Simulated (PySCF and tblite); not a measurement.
Values are calculated unless marked as measured or tabulated.
cyclopentene, C5H8, numbered as in [CH:1]1=[CH:2][CH2:3][CH2:4][CH2:5]1.

Level: PBE0-D3(BJ)/def2-TZVP (IEF-PCM, chloroform)//PBE0-D3(BJ)/def2-SVP, thermal terms from GFN2-xTB, symmetry numbers and mirror pairs counted. Conformers within 3 kcal/mol (GFN2-xTB free energy) were kept, 8 at most. GIAO shieldings: wB97X-D/pcSseg-1 (IEF-PCM, chloroform). Shifts are against TMS (¹H), TMS (¹³C) at the same level. (PySCF 2.14, tblite 0.8.)

Q: Predict the averaged NMR shifts at 298.15 K.

A: ¹H: 6.02 (H1/H2, 2H), 2.28 (H3/H5, 4H), 1.74 (H4, 2H) ppm. ¹³C: 141.8 (C1/C2), 35.2 (C3/C5), 26.1 (C4) ppm.

Shifts are unscaled: against experiment ¹³C can be off by 15 ppm or more and ¹H by 0.8 ppm.
